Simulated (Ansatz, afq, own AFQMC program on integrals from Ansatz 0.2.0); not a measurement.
Integrals from Ansatz 0.2.0, then the random walk in our own AFQMC program (afq).

```yaml
crystal:
  periodic: [false, false, false]
  atoms:
    - {symbol: Ge, position_ang: [0.000000, 0.000000, 0.222361]}
    - {symbol: C, position_ang: [0.000000, 0.000000, -1.220639]}
    - {symbol: H, position_ang: [0.000000, 1.285282, 1.045346]}
    - {symbol: H, position_ang: [0.000000, -1.285282, 1.045346]}
    - {symbol: H, position_ang: [0.000000, 0.923283, -1.785252]}
    - {symbol: H, position_ang: [0.000000, -0.923283, -1.785252]}
basis:
  gaussian: {orbitals: 6-31G}
magnetization: {spin_polarized: false}
correlation: {method: ccsd_t, electrons: outside_noble_gas, hamiltonian_folder: ham}
```

```sh
$ ansatz run in.yaml --threads 1 --pin off --events-out ev --progress --plain --max-ram 1382MiB
```

Options of the walk:

```
--method phaseless --trial hf --walkers 20 --populations 1 --least-time 40 --time-step 0.0025 --steps-per-block 5 --equilibration-blocks 240 --max-blocks 4800 --target-error 0.00084 --factor-cut 0.1 --seed 1492 --taylor-order 6
```

Times are imaginary, in 1/Eh. The walk had a cap of 90 s. Filled inner d shells are frozen with the cores.

```
orbitals 31  electrons 6 6  factors 33 of 510
reference energy -2115.01058139 Eh
CCSD correlation -0.17180763 Eh in 8 cycles, weight of the determinant in the CISD state 0.9021
energy of the start -2115.010582 Eh
 block  time / (1/Eh)  mean weight  energy / Eh
     1     0.013  1.0010  -2115.014694
     2     0.025  0.9980  -2115.018609
     3     0.037  0.9986  -2115.023016
     4     0.050  1.0005  -2115.028457
     5     0.062  1.0023  -2115.031949
     7     0.088  0.9994  -2115.038650
     9     0.112  0.9993  -2115.045453
   127     1.587  0.9999  -2115.134395
   379     4.737  1.0001  -2115.191054
   631     7.888  0.9996  -2115.165869
   883    11.037  0.9999  -2115.218963
  1135    14.188  0.9995  -2115.192418
  1387    17.338  1.0001  -2115.181388
  1639    20.488  0.9989  -2115.154217
  1891    23.637  1.0019  -2115.210820
  2143    26.788  0.9985  -2115.170084
  2395    29.938  1.0002  -2115.138923
  2647    33.087  1.0003  -2115.240625
  2899    36.238  0.9999  -2115.153907
  3151    39.388  0.9983  -2115.135984
  3403    42.538  1.0007  -2115.207722
  3529    44.112  0.9981  -2115.396488
  3655    45.688  1.0015  -2115.184988
  3907    48.837  1.0009  -2115.112831
  4159    51.988  0.9999  -2115.156659
  4411    55.138  0.9998  -2115.177720
  4663    58.288  1.0014  -2115.154807
  4915    61.438  1.0001  -2115.189467
blocks merged  error / Eh  count
     1  0.000629  4800
     2  0.000884  2400
     4  0.001238  1200
     8  0.001721  600
    16  0.002352  300
    32  0.003130  150
    64  0.004042  75
   128  0.004233  37
   256  0.004448  18
   512  0.003919  9
energy -2115.182392 +/- 0.004448 Eh
(rows thinned)
```

The run failed at least one of its tests; the cautions name the faults.

Against this walk (error 121.0 meV) on the same determinant: CCSD(T) 134.1 meV lower (within the noise), a separate phaseless walk with a CISD trial and standard settings 154.2 ± 121.4 meV lower (within the noise). The error is statistical and leaves out the bias of the constraint. None of these is a sure reference here.

A setting was made bad on purpose (factor cut too coarse), so the walk's energy isn't to be trusted.

Cautions: constraint bias not in the error; error above the target (121.0 against 22.9 meV); no relativity below Rb; no spin-orbit coupling; inner d shell frozen; so few walkers bias the energy; the coarse factor cut changes the integrals a little.

A walk keeps the symmetry of its determinant, which the program's search chose and which needn't be the lowest solution, so a lower state of the same spin and another symmetry isn't excluded.
